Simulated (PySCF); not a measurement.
# S2F2 (Thio-thionyl fluoride): PBE0/STO-3G

Aim: the energy change on altering one bond length of S2F2 (Thio-thionyl fluoride) at PBE0/STO-3G, from 2 runs. Input form: a Python script.

The calculation is run with PySCF 2.14.0.

8 further runs of the same task are left out: 8 set aside as unsound or not needed.

**1. The structure to begin with**

S2F2: 4 atoms, total charge 0, spin state singlet. As SMILES, `FS(F)=S`. The shape is that of a GFN2-xTB optimisation.

Bond lengths: F1–S2 1.681 Å, S2–F3 1.682 Å, S2–S4 1.873 Å. Angles: F1–S2–F3 90.0°, F1–S2–S4 108.4°, F3–S2–S4 108.4°.

**2. The energy at PBE0/STO-3G**

calc.py

```python
from pyscf import gto, dft

mol = gto.M(
    atom='F 0.766610 0.341640 1.237090; S -0.514710 -0.073220 0.231030; F 0.333030 -1.428520 -0.291570; S -0.584940 1.160090 -1.176550',
    max_memory=1860,
    basis='sto-3g',
    verbose=4,
    charge=0,
)

myscf = dft.RKS(mol)
myscf.xc = 'pbe0'
myscf.grids.level = 5
myscf.conv_tol = 1e-10
myscf.kernel()
if not myscf.converged:
    myscf = myscf.newton().run(myscf.mo_coeff, myscf.mo_occ)

e_tot = myscf.e_tot
print('Final energy', e_tot)
```

On the command line:

```console
$ OMP_NUM_THREADS=1 python calc.py
```

The log of the run:

```text
PySCF version 2.14.0

[INPUT] num. atoms = 4
[INPUT] num. electrons = 50
[INPUT] charge = 0
[INPUT] spin (= nelec alpha-beta = 2S) = 0
[INPUT] symmetry False subgroup None
[INPUT] Mole.unit = angstrom
[INPUT] Symbol           X                Y                Z      unit          X                Y                Z       unit  Magmom
[INPUT]  1 F      0.766610000000   0.341640000000   1.237090000000 AA    1.448682944353   0.645606033196   2.337761291438 Bohr   0.0
[INPUT]  2 S     -0.514710000000  -0.073220000000   0.231030000000 AA   -0.972660933575  -0.138365746841   0.436583426558 Bohr   0.0
[INPUT]  3 F      0.333030000000  -1.428520000000  -0.291570000000 AA    0.629335491264  -2.699511563464  -0.550987446139 Bohr   0.0
[INPUT]  4 S     -0.584940000000   1.160090000000  -1.176550000000 AA   -1.105376399303   2.192252379847  -2.223357271857 Bohr   0.0

nuclear repulsion = 233.814951749423
number of shells = 16
number of NR pGTOs = 84
number of NR cGTOs = 28
basis = sto-3g
ecp = {}

******** <class 'pyscf.dft.rks.RKS'> ********
method = RKS
initial guess = minao
damping factor = 0
level_shift factor = 0
DIIS = <class 'pyscf.scf.diis.CDIIS'>
diis_start_cycle = 1
diis_space = 8
diis_damp = 0
SCF conv_tol = 1e-10
SCF conv_tol_grad = None
SCF max_cycles = 50
direct_scf = True
direct_scf_tol = 1e-13
XC library pyscf.dft.libxc version 7.0.0
    S. Lehtola, C. Steigemann, M. J.T. Oliveira, and M. A.L. Marques.,  SoftwareX 7, 1–5 (2018)
XC functionals = pbe0
radial grids:
    Treutler-Ahlrichs [JCP 102, 346 (1995); DOI:10.1063/1.469408] (M4) radial grids

becke partition: Becke, JCP 88, 2547 (1988); DOI:10.1063/1.454033
pruning grids: <function nwchem_prune>
grids dens level: 5
symmetrized grids: False
atomic radii adjust function: <function treutler_atomic_radii_adjust>
small_rho_cutoff = 0
Set gradient conv threshold to 1e-05
Initial guess from minao.
tot grids = 173856
init E= -983.941707119004
  HOMO = -0.294488219536746  LUMO = -0.0753229361367854  gap/eV = 5.96379
cycle= 1 E= -983.56570935156  delta_E= 0.376  |g|= 0.717  |ddm|= 3.09
  HOMO = -0.0792684734943332  LUMO = 0.0582704134598787  gap/eV = 3.74262
cycle= 2 E= -983.537022630896  delta_E= 0.0287  |g|= 0.741  |ddm|= 2.55
  HOMO = -0.112291350841955  LUMO = 0.0985895763635495  gap/eV = 5.73836
cycle= 3 E= -983.786219470054  delta_E= -0.249  |g|= 0.0555  |ddm|= 1.45
  HOMO = -0.102677772938038  LUMO = 0.0915979780561251  gap/eV = 5.28651
cycle= 4 E= -983.785495750963  delta_E= 0.000724  |g|= 0.068  |ddm|= 0.26
  HOMO = -0.109923775470963  LUMO = 0.0942140220927587  gap/eV = 5.55487
cycle= 5 E= -983.787750348297  delta_E= -0.00225  |g|= 0.000548  |ddm|= 0.143
  HOMO = -0.109919754879806  LUMO = 0.0943211794894279  gap/eV = 5.55768
cycle= 6 E= -983.78775048981  delta_E= -1.42e-07  |g|= 0.000619  |ddm|= 0.00312
  HOMO = -0.109920997555215  LUMO = 0.0943192273736517  gap/eV = 5.55766
cycle= 7 E= -983.787750674406  delta_E= -1.85e-07  |g|= 0.000104  |ddm|= 0.00142
  HOMO = -0.109919860901854  LUMO = 0.094311447983668  gap/eV = 5.55742
cycle= 8 E= -983.787750680799  delta_E= -6.39e-09  |g|= 7.08e-06  |ddm|= 0.000278
  HOMO = -0.109918375446008  LUMO = 0.0943115712505161  gap/eV = 5.55738
cycle= 9 E= -983.787750680834  delta_E= -3.52e-11  |g|= 7.52e-07  |ddm|= 2.36e-05
  HOMO = -0.109918623611999  LUMO = 0.0943116096496639  gap/eV = 5.55739
Extra cycle  E= -983.787750680833  delta_E= 9.09e-13  |g|= 1.24e-06  |ddm|= 4.31e-06
converged SCF energy = -983.787750680833
Final energy -983.7877506808334
```

Wall time 3.9 s (1 thread of Arm Neoverse V1, shared host); peak memory 0.23 GiB.

**3. The distorted shape**

job.py

```python
from pyscf import gto, dft

mol = gto.Mole()
mol.atom = '''
F      2.659315     1.037579     3.288320
S     -0.972661    -0.138366     0.436583
F      0.629335    -2.699512    -0.550987
S     -1.105376     2.192252    -2.223357
'''
mol.max_memory = 1860
mol.verbose = 4
mol.charge = 0
mol.unit = 'bohr'
mol.basis = 'sto-3g'
mol.build()

mf = dft.RKS(mol)
mf.xc = 'pbe0'
mf.grids.level = 5
mf.conv_tol = 1e-10
mf.kernel()
if not mf.converged:
    mf = mf.newton().run(mf.mo_coeff, mf.mo_occ)

energy = mf.e_tot
print('E(%s) = %.9f' % ('PBE0', energy))
```

On the command line:

```console
$ OMP_NUM_THREADS=1 python job.py
```

The log of the run:

```text
PySCF version 2.14.0

[INPUT] num. atoms = 4
[INPUT] num. electrons = 50
[INPUT] charge = 0
[INPUT] spin (= nelec alpha-beta = 2S) = 0
[INPUT] symmetry False subgroup None
[INPUT] Mole.unit = bohr
[INPUT] Symbol           X                Y                Z      unit          X                Y                Z       unit  Magmom
[INPUT]  1 F      1.407248894658   0.549063161329   1.740104006212 AA    2.659315000000   1.037579000000   3.288320000000 Bohr   0.0
[INPUT]  2 S     -0.514710035151  -0.073220133966   0.231029774275 AA   -0.972661000000  -0.138366000000   0.436583000000 Bohr   0.0
[INPUT]  3 F      0.333029740034  -1.428520231005  -0.291569763913 AA    0.629335000000  -2.699512000000  -0.550987000000 Bohr   0.0
[INPUT]  4 S     -0.584939788698   1.160089798994  -1.176549856139 AA   -1.105376000000   2.192252000000  -2.223357000000 Bohr   0.0

nuclear repulsion = 209.667196099825
number of shells = 16
number of NR pGTOs = 84
number of NR cGTOs = 28
basis = sto-3g
ecp = {}

******** <class 'pyscf.dft.rks.RKS'> ********
method = RKS
initial guess = minao
damping factor = 0
level_shift factor = 0
DIIS = <class 'pyscf.scf.diis.CDIIS'>
diis_start_cycle = 1
diis_space = 8
diis_damp = 0
SCF conv_tol = 1e-10
SCF conv_tol_grad = None
SCF max_cycles = 50
direct_scf = True
direct_scf_tol = 1e-13
XC library pyscf.dft.libxc version 7.0.0
    S. Lehtola, C. Steigemann, M. J.T. Oliveira, and M. A.L. Marques.,  SoftwareX 7, 1–5 (2018)
XC functionals = pbe0
radial grids:
    Treutler-Ahlrichs [JCP 102, 346 (1995); DOI:10.1063/1.469408] (M4) radial grids

becke partition: Becke, JCP 88, 2547 (1988); DOI:10.1063/1.454033
pruning grids: <function nwchem_prune>
grids dens level: 5
symmetrized grids: False
atomic radii adjust function: <function treutler_atomic_radii_adjust>
small_rho_cutoff = 0
Set gradient conv threshold to 1e-05
Initial guess from minao.
tot grids = 173856
init E= -983.520627900242
  HOMO = -0.311949220438184  LUMO = -0.208457160141819  gap/eV = 2.81616
cycle= 1 E= -983.300872507132  delta_E= 0.22  |g|= 0.544  |ddm|= 2.94
  HOMO = 0.0480830806925436  LUMO = 0.404584753278815  gap/eV = 9.70090
cycle= 2 E= -971.236892118253  delta_E= 12.1  |g|= 0.776  |ddm|= 7.62
  HOMO = 0.174036072010014  LUMO = 0.213469331434196  gap/eV = 1.07303
cycle= 3 E= -982.554590120473  delta_E= -11.3  |g|=  1.6  |ddm|= 7.36
  HOMO = -0.00403761744162834  LUMO = 0.0771590047237916  gap/eV = 2.20947
cycle= 4 E= -983.258636263454  delta_E= -0.704  |g|= 0.512  |ddm|= 2.09
  HOMO = -0.107598683724297  LUMO = 0.00308781020566168  gap/eV = 3.01193
cycle= 5 E= -983.382310002293  delta_E= -0.124  |g|= 0.274  |ddm|= 0.956
  HOMO = -0.0976592729629311  LUMO = 0.0113612083258675  gap/eV = 2.96660
cycle= 6 E= -983.38491580034  delta_E= -0.00261  |g|= 0.234  |ddm|= 0.254
  HOMO = -0.0972012523962674  LUMO = 0.0115622413015127  gap/eV = 2.95961
cycle= 7 E= -983.38436048499  delta_E= 0.000555  |g|= 0.233  |ddm|= 0.0518
  HOMO = -0.0881158228023452  LUMO = 0.0191332844934159  gap/eV = 2.91840
cycle= 8 E= -983.37868986176  delta_E= 0.00567  |g|= 0.227  |ddm|= 0.0492
  HOMO = -0.118584483586764  LUMO = -0.00625752636030646  gap/eV = 3.05657
cycle= 9 E= -983.396406027063  delta_E= -0.0177  |g|= 0.28  |ddm|= 0.297
  HOMO = -0.0861721860435137  LUMO = -0.0302889612963663  gap/eV = 1.52066
cycle= 10 E= -983.653029860361  delta_E= -0.257  |g|= 0.28  |ddm|= 1.31
  HOMO = -0.0972811511786204  LUMO = -0.0135263217956555  gap/eV = 2.27908
cycle= 11 E= -983.64255276164  delta_E= 0.0105  |g|= 0.335  |ddm|= 1.24
  HOMO = -0.0529156365468901  LUMO = 0.0114627536722388  gap/eV = 1.75183
cycle= 12 E= -983.455770323339  delta_E= 0.187  |g|= 0.544  |ddm|= 0.718
  HOMO = 0.0118440567902706  LUMO = 0.0576091149272058  gap/eV = 1.24533
cycle= 13 E= -983.249814744292  delta_E= 0.206  |g|= 0.582  |ddm|= 0.641
  HOMO = 0.0527483129569689  LUMO = 0.0664459078602097  gap/eV = 0.37273
cycle= 14 E= -982.574926747413  delta_E= 0.675  |g|= 1.48  |ddm|=  1.5
  HOMO = 0.0303314420023711  LUMO = 0.0658014031492156  gap/eV = 0.96519
cycle= 15 E= -983.159757093501  delta_E= -0.585  |g|= 0.677  |ddm|= 1.22
  HOMO = -0.0934577323322623  LUMO = -0.0138880873590731  gap/eV = 2.16520
cycle= 16 E= -983.644702191132  delta_E= -0.485  |g|= 0.328  |ddm|= 1.53
  HOMO = -0.106479741136364  LUMO = -0.0197809011958027  gap/eV = 2.35920
cycle= 17 E= -983.688277577049  delta_E= -0.0436  |g|= 0.19  |ddm|= 0.299
  HOMO = -0.118375399445616  LUMO = -0.02419909707292  gap/eV = 2.56267
cycle= 18 E= -983.708092627919  delta_E= -0.0198  |g|= 0.0262  |ddm|= 0.414
  HOMO = -0.117810324613413  LUMO = -0.0239052849849395  gap/eV = 2.55529
cycle= 19 E= -983.708533459433  delta_E= -0.000441  |g|= 0.00506  |ddm|= 0.0794
  HOMO = -0.117079655907976  LUMO = -0.0232368020194481  gap/eV = 2.55359
cycle= 20 E= -983.708339930644  delta_E= 0.000194  |g|= 0.0198  |ddm|= 0.0387
  HOMO = -0.117941908448851  LUMO = -0.0239298418508375  gap/eV = 2.55820
cycle= 21 E= -983.708560340575  delta_E= -0.00022  |g|= 0.00519  |ddm|= 0.0543
  HOMO = -0.11768704098307  LUMO = -0.0238087096111793  gap/eV = 2.55456
cycle= 22 E= -983.708580413037  delta_E= -2.01e-05  |g|= 0.00074  |ddm|= 0.0219
  HOMO = -0.117673507160017  LUMO = -0.0237807145856462  gap/eV = 2.55495
cycle= 23 E= -983.708581055658  delta_E= -6.43e-07  |g|= 0.000284  |ddm|= 0.00779
  HOMO = -0.117692826349167  LUMO = -0.023795808494073  gap/eV = 2.55507
cycle= 24 E= -983.708581104982  delta_E= -4.93e-08  |g|= 2.66e-05  |ddm|= 0.00067
  HOMO = -0.117692807678519  LUMO = -0.0237951754205018  gap/eV = 2.55508
cycle= 25 E= -983.708581105377  delta_E= -3.95e-10  |g|= 4.35e-06  |ddm|= 8.91e-05
  HOMO = -0.117692750110176  LUMO = -0.0237948831602018  gap/eV = 2.55509
cycle= 26 E= -983.708581105391  delta_E= -1.41e-11  |g|= 3.64e-07  |ddm|= 2.87e-05
  HOMO = -0.117692853367028  LUMO = -0.0237949828695801  gap/eV = 2.55509
Extra cycle  E= -983.708581105387  delta_E= 4.09e-12  |g|= 2.75e-06  |ddm|= 6.14e-06
converged SCF energy = -983.708581105387
E(PBE0) = -983.708581105
```

Run time: 8.7 s. Hardware: 1 thread of Arm Neoverse V1, shared host; peak memory 0.23 GiB.

**4. Results**

Level: PBE0/STO-3G.

```
                                                         quantity          value
                                        first shape: total energy  -983.78775 Eh
                                       first shape: dipole moment         1.48 D
                                         first shape: HOMO energy       -2.99 eV
                                         first shape: LUMO energy        2.57 eV
                                       first shape: HOMO–LUMO gap        5.56 eV
                                    distorted shape: total energy  -983.70858 Eh
                                   distorted shape: dipole moment         1.64 D
                                     distorted shape: HOMO energy       -3.20 eV
                                     distorted shape: LUMO energy       -0.65 eV
                                   distorted shape: HOMO–LUMO gap        2.56 eV
energy change with the F1–S2 bond stretched from 1.681 to 2.522 Å       2.154 eV
```

**Reading.** One bond (distorted shape) is far stretched, which a spin-restricted single reference describes badly; a broken-symmetry solution may lie lower. With the F1–S2 bond stretched from 1.681 to 2.522 Å the energy rises by 2.15 eV (208 kJ/mol). The first shape isn't relaxed at this level, so the change isn't measured from a minimum. A restricted reference can't describe the breaking bond well at this length. The minimal basis adds a large error of its own.
